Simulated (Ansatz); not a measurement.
We consider antifluorite Mg2Ge, described by PBE0 (plane waves, PAW; Ansatz, an electronic-structure program).

Run with plane-wave cutoff 460 eV, 8×8×8 k mesh, Fermi–Dirac smearing 0.01 eV, scalar-relativistic PAW data made under PBE.

Energies at three volumes about the minimum:

```json
[
 {"V (Å³/atom)": "21.070", "E − E_lowest (meV/atom)": "2.45"},
 {"V (Å³/atom)": "21.617", "E − E_lowest (meV/atom)": "0.00"},
 {"V (Å³/atom)": "22.150", "E − E_lowest (meV/atom)": "2.20"}
]
```

Question: Fit a parabola by hand: where is the minimum, what lattice constant follows, and what is the bulk modulus?

Answer: Slopes: (0.00 − 2.45)/(21.617 − 21.070) = -4.479 and (2.20 − 0.00)/(22.150 − 21.617) = 4.128 meV/Å³. Curvature E″ = 2 × (4.128 − (-4.479))/(22.150 − 21.070) = 15.939 meV/Å⁶. From the middle of the first interval, the slope vanishes at V0 = 21.3435 − (-4.479)/15.939 = 21.625 Å³/atom. B = V0 E″ = 21.625 × 15.939 meV/Å³ × 0.1602 GPa per meV/Å³ = 55.2 GPa. With 12 atoms in the cube, a = (12 × 21.625)^(1/3) = 6.378 Å. The full Birch–Murnaghan fit to all volumes gives V0 = 21.613 Å³/atom and B0 = 55.1 GPa.

Measured, for comparison: lattice constant a 6.385 Å (temperature not stated, not corrected to a static lattice; as tabulated in Grosch, Range, J. Alloys Compd. 235, 250 (1996)).
